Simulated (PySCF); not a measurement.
# C4H4N2: the cost of one run

The runs use PySCF 2.14.0; levels as typed in each script, gas phase, geometry from GFN2-xTB.

## 1. The system as given

SMILES `c1cncnc1`, 10 atoms, charge 0, spin multiplicity 1.

Bond lengths: C1–C2 1.388 Å, C1–C6 1.387 Å, C1–H7 1.078 Å, C2–N3 1.324 Å, C2–H8 1.083 Å, N3–C4 1.320 Å, C4–N5 1.321 Å, C4–H9 1.083 Å, N5–C6 1.324 Å, C6–H10 1.083 Å. Angles: C2–C1–C6 116.1°, C2–C1–H7 122.0°, C6–C1–H7 122.0°, C1–C2–N3 122.0°, C1–C2–H8 122.0°, N3–C2–H8 116.0°, C2–N3–C4 116.7°, N3–C4–N5 126.5°, N3–C4–H9 116.7°, N5–C4–H9 116.7°, C4–N5–C6 116.6°, C1–C6–N5 122.1°, C1–C6–H10 121.9°, N5–C6–H10 116.0°.

As a file:

```csv
atom,x (Å),y (Å),z (Å)
C1,-1.35049,0.01745,0.00000
C2,-0.59995,1.18555,0.00000
N3,0.72365,1.16983,0.00000
C4,1.30170,-0.01682,0.00000
N5,0.69192,-1.18885,0.00000
C6,-0.63162,-1.16896,0.00000
H7,-2.42811,0.03134,0.00000
H8,-1.06263,2.16451,0.00000
H9,2.38431,-0.03086,0.00000
H10,-1.12047,-2.13513,0.00000
```

## 2. Stretching a bond (6-31g*)

Input file input.py:

```python
import numpy as np
from pyscf import gto, scf, mcscf

mol = gto.M(atom='''
C     -1.35049     0.01745     0.00000
C     -0.59995     1.18555     0.00000
N      0.72365     1.16983     0.00000
C      1.30170    -0.01682     0.00000
N      0.69192    -1.18885     0.00000
C     -0.63162    -1.16896     0.00000
H     -2.42811     0.03134     0.00000
H     -1.06263     2.16451     0.00000
H      2.38431    -0.03086     0.00000
H     -1.12047    -2.13513     0.00000
''', basis='6-31g*', charge=0, spin=0, verbose=4)
# stretch the bond between atoms 4 and 9, from long to short, fragments rigid
a, b, move = 3, 8, [8]
xyz = mol.atom_coords(unit='Angstrom')
u = xyz[b] - xyz[a]
r0 = np.linalg.norm(u)
rows, last, dm_u = [], None, None
for r in [3.0, 2.35, 1.93, 1.66, 1.44, 1.28, 1.18, 1.07, 0.98]:
    new = xyz.copy()
    new[move] += u / r0 * (r - r0)
    m = mol.set_geom_(new, unit='Angstrom', inplace=False)
    rhf = scf.RHF(m).density_fit(auxbasis='def2-universal-jkfit').run()
    uhf = scf.UHF(m).density_fit(auxbasis='def2-universal-jkfit').newton()
    if dm_u is None:
        c = rhf.mo_coeff
        h = m.nelectron // 2 - 1
        ca, cb = c.copy(), c.copy()
        ca[:, h], cb[:, h] = (c[:, h] + c[:, h + 1]) / 2**.5, (c[:, h] - c[:, h + 1]) / 2**.5
        dm_u = np.array([x[:, :h + 1] @ x[:, :h + 1].T for x in (ca, cb)])
    uhf.kernel(dm0=dm_u)
    for _ in range(3):
        c, _, stable, _ = uhf.stability(return_status=True)
        if stable:
            break
        uhf.kernel(c, uhf.mo_occ)
    dm_u = uhf.make_rdm1()
    mc = mcscf.CASSCF(rhf, 2, 2)
    mc.natorb = True
    mc.fix_spin_(ss=0)
    guess = mcscf.addons.make_natural_orbitals(uhf)[1] if last is None else mcscf.project_init_guess(mc, last.mo_coeff, last.mol)
    mc.kernel(guess)
    last = mc
    act = slice(mc.ncore, mc.ncore + mc.ncas)
    print('r %.3f  RHF %.6f  UHF %.6f  <S^2> %.3f  CASSCF %.6f  occupations' % (r, rhf.e_tot, uhf.e_tot, uhf.spin_square()[0], mc.e_tot), mc.mo_occ[act].round(4))
    rows.append((new, rhf.e_tot, uhf.e_tot, uhf.spin_square()[0], mc.e_tot, mc.mo_occ[act], mc.mo_coeff[:, act], dm_u[0] - dm_u[1], rhf.converged and uhf.converged and mc.converged))
    np.savez('result.npz', **{k: [row[i] for row in rows] for i, k in enumerate('xyz rhf uhf s2 cas occ c spin ok'.split())})
```

Run with:

```bash
> OMP_NUM_THREADS=1 python input.py
```

What time and memory should one allow on 1 thread of Intel Xeon 6975P-C (Granite Rapids), shared host?

About 2 min, with a peak of 0.24 GiB.
